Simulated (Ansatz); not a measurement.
How far each method lies from full CI for NH, triplet

Geometry: a point of a stretch scan, not a stationary point.

```yaml
atoms:
  - { symbol: N, position_ang: [0.0000, 0.0000, 0.0000] }
  - { symbol: H, position_ang: [0.0000, 0.0000, 1.4070] }
```

Basis aug-cc-pVDZ; Ansatz 0.2.0. Correlated methods freeze the noble-gas cores, which leaves 6 electrons in 31 orbitals. R marks a restricted (for open shells ROHF) determinant, U an unrestricted one. Active spaces: pair = (4e, 4o) about the gap.

Full CI is exact within this basis and frozen core; it isn't the basis-set limit. The frozen core follows each run's orbitals, which can shift R against U totals by a few meV.

Unrestricted rows (U) aren't spin-pure: their determinants' ⟨S²⟩ exceeds S(S+1) by up to 0.22, so they mix in states of higher spin. For open shells CISD is restricted-active-space CI with the open shells as a complete middle space.

```
UHF ⟨S²⟩                          : 2.216
T1 diagnostic (RCCSD)             : 0.0327
largest doubles amplitude (RCCSD) : 0.087
T1 diagnostic (UCCSD)             : 0.0532
```

Question: From what is known of these methods and the diagnostics, rank them by the size of their error in total energy against full CI in aug-cc-pVDZ, smallest first (an estimate: the text doesn't fix the numbers).
A. MRCISD (pair space)
B. CISD
C. RCCSDT(Q)
D. UHF
E. BCCD(T)

Answer: C (0 meV), E (30 meV), A (135 meV), B (254 meV), D (3942 meV).

All errors are against full CI in aug-cc-pVDZ. 

The full-CI state has the irrep A2 of C2v, in the program's axes (one component, if the state is degenerate).

Natural occupations of full CI about the gap: 1.964 1.891 0.991 0.991 0.097 0.012 0.009 0.009 0.006 0.005; effectively unpaired electrons, Σ n²(2−n)², 2.08.
